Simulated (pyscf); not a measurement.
**Routes from HO–PH₂ + silane (SiH₄)**

Candidate steps break at most two bonds and form at most two. Each was searched with GFN2-xTB (tblite) first. Optimised with ωB97X-D3(BJ)/def2-SVP in PySCF. Energies: ωB97M-D3(BJ)/def2-TZVP, eV, from the separated reactants, singlet surface; ΔG‡ with ideal gas, 1 atm, RRHO with modes under 100 cm⁻¹ raised to 100, one conformer, R ln 2 for chiral ones without a mode under 150 cm⁻¹.

```tsv
products	type	ΔE‡	ΔE	ΔG‡ 298 K	ΔG‡ 900 K	ν‡ (cm⁻¹)
PH₃ + HO–SiH₃	four-centre exchange	1.53	-1.02	1.99	2.88	560i
HO–PH–SiH₃ + H₂	four-centre exchange	3.04	+0.18	3.39	4.17	1642i
```

Plain bond fissions and candidates not yet searched are not listed, and one of them may be faster. Each barrier is that of the saddle found; lower ones may exist.
